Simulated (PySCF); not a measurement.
**Relaxation of triplet P₄**

All numbers come from UPBE0/[P def2-TZVP], no relativity, density fitting, PySCF. A (50,194) grid was used.

A start displaced from a saddle point along its imaginary mode, of D2d symmetry, held to at least that symmetry:

```xyz
4
charge 0 multiplicity 3, angstrom
P     1.0726    1.0726    0.1200
P    -1.0726    1.0726   -0.1200
P    -1.0726   -1.0726    0.1200
P     1.0726   -1.0726   -0.1200
```

What does it relax to?

It ends at D2d with P–P 2.133 Å (×4), P–P 2.938 Å (×2); P–P–P 46.5° (×8), P–P–P 87.1° (×4). A frequency run shows a minimum. Other isomers or separated fragments may lie lower.

How much energy is released, and in how many steps?

14.9 kJ/mol in 4 steps.

At this level a singlet minimum of Td symmetry lies 245 kJ/mol below this structure.

The relaxation took 17 s on 4 threads of a shared Arm Neoverse V2 host, with 148 basis functions and 6 gradients; the process peaked at 1.5 GiB.
